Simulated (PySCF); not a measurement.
Isomers of C4H5NS. Method: PySCF, PBE0-D3(BJ)/def2-TZVP geometry optimisation, gas phase. One conformer each; no zero-point energy, no entropy. No frequencies were run at this level. Point groups hold within 0.08 Å.

Question: Rank from lowest to highest electronic energy at this level (kcal/mol).
A. 4-methylthiazole, `CC1=CSC=N1`
B. 5-methylthiazole, `Cc1cncs1`
C. `Cc1nccs1` (2-methylthiazole)

Answer: C (0.0), A (0.5), B (2.0).

Neighbours under 2.5 kcal/mol apart (Cc1nccs1 and Cc1cscn1; Cc1cscn1 and Cc1cncs1) can change places with a better method, another conformer or zero-point energy.

```tsv
SMILES	E (Eh)	E rel (kcal/mol)	dipole (D)	point group	A, B, C (MHz)
Cc1nccs1	-608.08785	0.0	1.22	near Cs	5413, 3294, 2074
Cc1cscn1	-608.08706	0.5	1.29	near Cs	7407, 2556, 1923
Cc1cncs1	-608.08472	2.0	2.05	Cs	5474, 3202, 2046
```

Question: As an exercise, what shares would exp(−E/RT) give at 1000 K from these electronic energies alone (no entropy, no degeneracies)?

Answer: RT = 1.987 kcal/mol: Cc1nccs1 46.5 %, Cc1cscn1 36.2 %, Cc1cncs1 17.3 %.
